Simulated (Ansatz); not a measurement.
# H₂SO: one structure at several levels

An exercise on one series of results from a longer session: the logs are not shown, and one member is left open.

Method: single points in def2-TZVPP; program: Ansatz 0.2.0, Gaussian basis.

Cores are frozen in the correlated methods.

## Starting geometry

SMILES `OS`, 4 atoms, charge 0, spin multiplicity 1.

Atoms are counted from 1 here; the program's logs count them from 0.

Bond lengths: O1–S2 1.703 Å, O1–H3 0.931 Å, S2–H4 1.361 Å. Angles: S2–O1–H3 107.5°, O1–S2–H4 98.3°.

As a file:

```mol
H2OS
  3D, bonds by distance, orders not assigned

  4  3  0  0  0  0  0  0  0  0999 V2000
   -0.1952   -0.8991   -0.1966 O   0  0
   -0.1302    0.7732   -0.5130 S   0  0
   -0.8164   -1.0305    0.4845 H   0  0
    0.8982    1.0898    0.3196 H   0  0
  1  2  8  0
  1  3  8  0
  2  4  8  0
M  END
```

Set-up of the first run:

run/in.yaml reads:

```yaml
crystal:
  periodic: [false, false, false]
  atoms:
    - {symbol: O, position_ang: [-0.195200, -0.899100, -0.196600]}
    - {symbol: S, position_ang: [-0.130200, 0.773200, -0.513000]}
    - {symbol: H, position_ang: [-0.816400, -1.030500, 0.484500]}
    - {symbol: H, position_ang: [0.898200, 1.089800, 0.319600]}
basis:
  gaussian: {orbitals: def2-TZVPP}
correlation: {method: ccsd_t}
output: {forces: true}
```

The command line of these runs was not kept.

Steps of the session up to this table: CCSD(T)/def2-TZVPP; PBE0-D4/def2-TZVPP; wB97M-V/def2-TZVPP; r2SCAN-D4/def2-TZVPP; PBE-D4/def2-TZVPP; r2SCAN0-D4/def2-TZVPP; BLYP-D4/def2-TZVPP.

One of the session's tables, all rows but one given; the rest of the session is left out.

```
    method  RMS force component (eV/Å)  angle to CCSD(T) forces (°)  dipole (D)
   CCSD(T)                       0.843                    reference        1.64
   PBE0-D4                       0.897                         10.5        1.66
   wB97M-V                       0.882                          7.7        1.65
 r2SCAN-D4                       0.873                          5.5        1.65
    PBE-D4                           ?                            ?           ?
r2SCAN0-D4                       0.861                         16.7        1.68
   BLYP-D4                       0.955                         22.2        1.59
```

Estimate the missing values for PBE-D4.

The run gave: RMS force component (eV/Å): 0.992; angle to CCSD(T) forces (°): 15.8; dipole (D): 1.60. In the column «RMS force component (eV/Å)» it is the highest.
